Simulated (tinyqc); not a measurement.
CCSD on RHF in the sto-6g basis, for OH-, spin multiplicity 1, step by step. The basis has no diffuse functions, so it cannot describe the extra electron: this is an exercise in the method, not the real anion. One step of it, computed by the program tinyqc.

Question. Iteration 1: building the Fock matrix. J_ij = sum D_kl (ij|kl), K_ij = sum D_kl (ik|jl); F = H + J - 0.5 K; E = tr D H + tr D J / 2 - 0.25 tr D K + E_nn.

D at the start:
```
,1O 1s,1O 2s,1O 2px,1O 2py,1O 2pz,2H 1s
1O 1s,2.381246,-0.544396,0.000000,0.000000,0.010804,-0.016286
1O 2s,-0.544396,2.358227,0.000000,0.000000,-0.059607,0.069398
1O 2px,0.000000,0.000000,1.455237,0.000000,0.000000,0.000000
1O 2py,0.000000,0.000000,0.000000,1.455237,0.000000,0.000000
1O 2pz,0.010804,-0.059607,0.000000,0.000000,1.366773,0.145489
2H 1s,-0.016286,0.069398,0.000000,0.000000,0.145489,1.106552
```

core Hamiltonian H = T + V (hartree):
```
,1O 1s,1O 2s,1O 2px,1O 2py,1O 2pz,2H 1s
1O 1s,-32.362747,-7.147074,0.000000,0.000000,-0.010011,-0.928373
1O 2s,-7.147074,-8.588287,0.000000,0.000000,-0.117633,-2.191856
1O 2px,0.000000,0.000000,-6.876503,0.000000,0.000000,0.000000
1O 2py,0.000000,0.000000,0.000000,-6.876503,0.000000,0.000000
1O 2pz,-0.010011,-0.117633,0.000000,0.000000,-6.944589,-1.687718
2H 1s,-0.928373,-2.191856,0.000000,0.000000,-1.687718,-3.881310
```

Two-electron integrals (ij|kl) in chemists' order, unique and non-zero (hartree):
```
i,j,k,l,(ij|kl)
1,1,1,1,4.787491
2,1,1,1,0.675884
2,1,2,1,0.121505
2,2,1,1,1.117379
2,2,2,1,0.249212
2,2,2,2,0.817383
3,1,3,1,0.025762
3,2,3,1,0.039145
3,2,3,2,0.180664
3,3,1,1,1.117381
3,3,2,1,0.249212
3,3,2,2,0.817382
3,3,3,3,0.880663
4,1,4,1,0.025762
4,2,4,1,0.039145
4,2,4,2,0.180664
4,3,4,3,0.047461
4,4,1,1,1.117381
4,4,2,1,0.249212
4,4,2,2,0.817382
4,4,3,3,0.785741
4,4,4,4,0.880663
5,1,5,1,0.025762
5,2,5,1,0.039145
5,2,5,2,0.180664
5,3,5,3,0.047461
5,4,5,4,0.047461
5,5,1,1,1.117381
5,5,2,1,0.249212
5,5,2,2,0.817382
5,5,3,3,0.785741
5,5,4,4,0.785741
5,5,5,5,0.880663
6,1,1,1,0.092665
6,1,2,1,0.015983
6,1,2,2,0.032118
6,1,3,3,0.032050
6,1,4,4,0.032050
6,1,5,1,0.000785
6,1,5,2,0.001542
6,1,5,5,0.032253
6,1,6,1,0.002143
6,2,1,1,0.248843
6,2,2,1,0.056393
6,2,2,2,0.207823
6,2,3,3,0.204239
6,2,4,4,0.204239
6,2,5,1,0.004538
6,2,5,2,0.034932
6,2,5,5,0.214991
6,2,6,1,0.007476
6,2,6,2,0.068863
6,3,3,1,0.005946
6,3,3,2,0.034501
6,3,5,3,0.007038
6,3,6,3,0.009176
6,4,4,1,0.005946
6,4,4,2,0.034501
6,4,5,4,0.007038
6,4,6,4,0.009176
6,5,1,1,0.191099
6,5,2,1,0.043880
6,5,2,2,0.172334
6,5,3,3,0.164864
6,5,4,4,0.164864
6,5,5,1,0.008941
6,5,5,2,0.061091
6,5,5,5,0.187272
6,5,6,1,0.006052
6,5,6,2,0.069368
6,5,6,5,0.078121
6,6,1,1,0.426071
6,6,2,1,0.098327
6,6,2,2,0.416441
6,6,3,3,0.401149
6,6,4,4,0.401149
6,6,5,1,0.009163
6,6,5,2,0.099139
6,6,5,5,0.447024
6,6,6,1,0.013122
6,6,6,2,0.184367
6,6,6,5,0.211233
6,6,6,6,0.774999
```

nuclear repulsion = 3.45303237 hartree

Give: Coulomb J; exchange K; Fock matrix F; total energy of this density.

Answer.

Coulomb J (hartree):
```
,1O 1s,1O 2s,1O 2px,1O 2py,1O 2pz,2H 1s
1O 1s,18.6372,3.2597,0.0000,0.0000,0.0092,0.4334
1O 2s,3.2597,8.3519,0.0000,0.0000,0.1116,2.1390
1O 2px,0.0000,0.0000,8.3351,0.0000,0.0000,0.0000
1O 2py,0.0000,0.0000,0.0000,8.3351,0.0000,0.0000
1O 2pz,0.0092,0.1116,0.0000,0.0000,8.3855,1.8083
2H 1s,0.4334,2.1390,0.0000,0.0000,1.8083,4.6007
```

exchange K (hartree):
```
,1O 1s,1O 2s,1O 2px,1O 2py,1O 2pz,2H 1s
1O 1s,11.0628,1.7011,0.0000,0.0000,0.0079,0.2553
1O 2s,1.7011,2.8317,0.0000,0.0000,0.0741,0.9125
1O 2px,0.0000,0.0000,1.8771,0.0000,0.0000,0.0000
1O 2py,0.0000,0.0000,0.0000,1.8771,0.0000,0.0000
1O 2pz,0.0079,0.0741,0.0000,0.0000,1.9357,0.6630
2H 1s,0.2553,0.9125,0.0000,0.0000,0.6630,1.2289
```

Fock matrix F (hartree):
```
,1O 1s,1O 2s,1O 2px,1O 2py,1O 2pz,2H 1s
1O 1s,-19.2569,-4.7380,0.0000,0.0000,-0.0047,-0.6226
1O 2s,-4.7380,-1.6522,0.0000,0.0000,-0.0431,-0.5091
1O 2px,0.0000,0.0000,0.5201,0.0000,0.0000,0.0000
1O 2py,0.0000,0.0000,0.0000,0.5201,0.0000,0.0000
1O 2pz,-0.0047,-0.0431,0.0000,0.0000,0.4730,-0.2109
2H 1s,-0.6226,-0.5091,0.0000,0.0000,-0.2109,0.1049
```

total energy of this density = -79.802188 hartree

This density is the starting one; it is not idempotent, so its energy is not variational and may lie below the converged one.
